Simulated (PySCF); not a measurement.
Mapped SMILES: `[CH3:1][n:2]1[n:3][cH:4][cH:5][n:6]1`; H(Xn) means a hydrogen on atom n.

Geometry: PBE0-D3(BJ)/def2-SVP; GIAO shifts from PySCF, gas phase, non-relativistic, averaged over equivalent atoms.

At PBE0/STO-3G (35 basis functions, 2.5 s wall time on 1 thread of an Arm Neoverse V1, shared host):
```tsv
atoms	δ (ppm)
C4/C5	113.8
C1	40.6
N3/N6	266.3
N2	143.0
H(C4)/H(C5)	7.29
H(C1)	3.67
```

Referencing at the same level of theory: 13C (234.69 ppm), 1H (32.60 ppm) vs TMS; 15N (294.71 ppm) against NH3.

What do these become at PBE0/def2-TZVP?

Answers


```
      atoms  δ at PBE0/def2-TZVP  change
      C4/C5                137.4   +23.6
         C1                 41.3    +0.7
      N3/N6                359.9   +93.6
         N2                271.7  +128.7
H(C4)/H(C5)                 7.54   +0.25
      H(C1)                 4.04   +0.37
```

Chemical shifts δ = σref − σ; 13C (σ = 186.65 ppm) and 1H (σ = 31.48 ppm) against TMS; 15N (σ = 265.93 ppm) vs NH3, all at this level.

The largest change is at N2 (pyrrole-type ring nitrogen). Cost: 216 basis functions, 19 s wall time on 1 thread of an Arm Neoverse V1, shared host.

Experimental scales use liquid or dissolved standards, which lie at an offset from isolated NH3 (liquid NH3: subtract about 20 ppm). Unscaled 15N shifts of sp2 nitrogen come out 20 to 40 ppm too high even then.
